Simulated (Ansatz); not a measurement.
A nudged elastic band was laid between two geometries of AlF$_{2}$H (4 atoms, charge 0, multiplicity 1).

Computed with RKS PBE-D4/def2-SVP (Ansatz).

- movable images: 7
- climbing image: yes
- spring: 5.0 eV/Å²
- optimiser: quadratic models (default)
- start path: through a guess of the saddle point
- force threshold: 0.05 eV/Å
- iteration limit: 60
- end points: relaxed

First end point:

```xyz
4
Properties=species:S:1:pos:R:3
Al 0.374 0.000 0.255
H 0.318 0.000 1.829
F 1.832 0.000 -0.559
F -1.024 0.000 -0.659
```

Last end point:

```xyz
4
Properties=species:S:1:pos:R:3
Al -0.836 -0.001 0.433
H 1.673 0.000 1.314
F 1.552 0.000 0.379
F -0.890 0.000 -1.261
```

Task: What changes between the two ends?

Result: Bonds broken: Al1–H2. Bonds formed: H2–F3. AlF2H becomes AlF + FH.

Task: What energy profile does the band end with?

Result: The run converged. The highest image is number 5 of 0 to 8, 2.74 eV above the first end and 0.57 eV above the last; the last end lies 2.18 eV above the first. A vibrational analysis at the climbing image gives one clearly imaginary mode, 1084i cm⁻¹: a first-order saddle point. The orbitals stay closed-shell, which can raise the energy where a bond breaks towards radicals; this wasn't checked here.

```csv
image,path coordinate (Å),energy (eV),Al1–H2 (Å),H2–F3 (Å)
0,0.00,0.00,1.57,2.83
1,0.30,0.16,1.57,2.56
2,0.60,0.63,1.58,2.25
3,0.91,1.40,1.59,1.92
4,1.21,2.28,1.63,1.59
5,1.51,2.74,1.73,1.26
6,1.80,2.42,1.95,1.01
7,2.09,2.21,2.31,0.95
8,2.38,2.18,2.66,0.94
```

Task: What is the geometry of the highest image?

Result: 
```xyz
4
Properties=species:S:1:pos:R:3:forces:R:3
Al -0.250 0.000 0.422 -0.01 0.00 -0.03
H 1.218 0.000 1.338 -0.02 0.00 0.00
F 1.614 0.000 0.146 0.01 0.00 -0.01
F -1.082 0.000 -1.039 0.02 0.00 0.04
```

Task: What are the harmonic wavenumbers there?

Result: 1084i, 190, 299, 597, 816, 1632 cm⁻¹.

Run time: 25 s on 1 thread of Intel(R) Xeon(R) 6975P-C (Granite Rapids), on a shared host, peak memory 0.11 GiB.
